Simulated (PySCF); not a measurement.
Species: methoxyacetonitrile, C3H5NO.
InChI=1S/C3H5NO/c1-5-3-2-4/h3H2,1H3

Torsions of this conformer, `[CH3:1][O:2][CH2:3][C:4]#[N:5]`: C1–O2–C3–C4 -66°.

The closed-shell ground state was solved at several levels (PySCF, density fitting, gas phase, non-relativistic). The structure is a single PBE0-D3(BJ)/def2-TZVP conformer in the gas phase; no vibrational or solvent corrections.

```json
{"level": "PBE0/aug-cc-pVTZ", "basis functions": "345", "HOMO (eV)": "-8.52", "LUMO (eV)": "-0.34", "gap (eV)": "8.18", "dipole (D)": "3.27"}
{"level": "CAM-B3LYP/aug-cc-pVTZ", "basis functions": "345", "HOMO (eV)": "-10.00", "LUMO (eV)": "0.08", "gap (eV)": "10.08", "dipole (D)": "3.28"}
{"level": "wB97X-D/aug-cc-pVTZ", "basis functions": "345", "HOMO (eV)": "-10.44", "LUMO (eV)": "0.72", "gap (eV)": "11.16", "dipole (D)": "3.27"}
```

**Question.** What might PBE0/pcSseg-2 (250 basis functions) give for the same quantities?

**Answer.** HOMO -8.52 eV, LUMO -0.05 eV, gap 8.47 eV, dipole 3.27 D.

**Question.** Over all these levels, which gives the widest orbital gap and which the narrowest?

**Answer.** wB97X-D/aug-cc-pVTZ (range-separated hybrid) has the widest, 11.16 eV, and PBE0/aug-cc-pVTZ (global hybrid, 25 % exact exchange) the narrowest, 8.18 eV. The two share the basis. From the narrowest to the widest the HOMO moves by -1.92 eV and the LUMO by +1.06 eV.

**Question.** How far do the dipole and the HOMO energy spread over the levels?

**Answer.** The dipole runs from 3.27 to 3.28 D (mean 3.27 D) and the HOMO from -10.44 to -8.52 eV.
